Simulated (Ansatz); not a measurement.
**Fluorite SrCl2**

These are r²SCAN (PAW; Ansatz, a quantum-chemistry and plane-wave program) values and carry that method's errors.

Run with plane-wave cutoff 560 eV, 8×8×8 k mesh, Fermi–Dirac smearing 0.01 eV, scalar-relativistic PAW data made under PBE.

Cell (relaxed at this level):

```cif
data_Cl8Sr4
_chemical_formula_sum 'Sr4 Cl8'
_space_group_name_H-M_alt 'Fm-3m'
_space_group_IT_number 225
_space_group_name_Hall '-F 4 2 3'
_cell_length_a 6.99438
_cell_length_b 6.99438
_cell_length_c 6.99438
_cell_angle_alpha 90.000
_cell_angle_beta 90.000
_cell_angle_gamma 90.000
loop_
_atom_site_label
_atom_site_type_symbol
_atom_site_symmetry_multiplicity
_atom_site_Wyckoff_symbol
_atom_site_fract_x
_atom_site_fract_y
_atom_site_fract_z
_atom_site_occupancy
Sr1 Sr 4 a 0.00000 0.00000 0.00000 1
Cl1 Cl 8 c 0.25000 0.25000 0.25000 1
```
(The calculation used a cell of 3 atoms; values per cell refer to that cell.)

```
Quantity                                       Result
-------------------------------------------  --------
bulk modulus B0                              37.5 GPa
band gap                                      5.94 eV
smallest direct gap on the k points sampled   5.99 eV
direct gap at Γ                               6.28 eV
pressure derivative B′ of the bulk modulus        4.5
```

Measured, for comparison: band gap 7.5 eV (temperature not stated, not corrected to a static lattice; as tabulated in Aguado et al. (1999), arXiv:cond-mat/9901145); bulk modulus 34.3 GPa (temperature not stated, not corrected to a static lattice, from elastic constants; as tabulated in Kanchana et al., Calculated structural, elastic and electronic properties of …). Computed (rounded) less measured: bulk modulus +9 % (against room or unstated temperature, where such soft solids are markedly softer). A static lattice is as a rule a little smaller and stiffer than an uncorrected measurement, which narrows the difference in the bulk modulus and would widen misses of the other sign.

Spin–orbit coupling is not included.

Computed values are for the static lattice.

Cost on a shared machine: very roughly 60 core-seconds.
